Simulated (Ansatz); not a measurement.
## Ansatz (development build ahead of 0.2.0) run

```yaml
crystal:
  periodic: [false, false, false]
  atoms:
    - { symbol: C, position_ang: [0.0, 0.0, -1.41239] }
    - { symbol: C, position_ang: [0.0, 0.0, 0.0] }
    - { symbol: C, position_ang: [0.0, 0.0, 1.41239] }
    - { symbol: H, position_ang: [0.0, -1.01173, -2.0249] }
    - { symbol: H, position_ang: [0.0, 1.01173, -2.0249] }
    - { symbol: H, position_ang: [-1.01173, 0.0, 2.0249] }
    - { symbol: H, position_ang: [1.01173, 0.0, 2.0249] }
basis:
  gaussian: { orbitals: cc-pVTZ }
hamiltonian:
  xc: hf
```

The input is written out in the form of the current development build from the run's settings.

Output:

* Converged: yes
* Total energy: -115.84487 hartree
* Spin squared of the determinant: 0.000

Caution: no unrestricted run beside it, a lower state can exist.
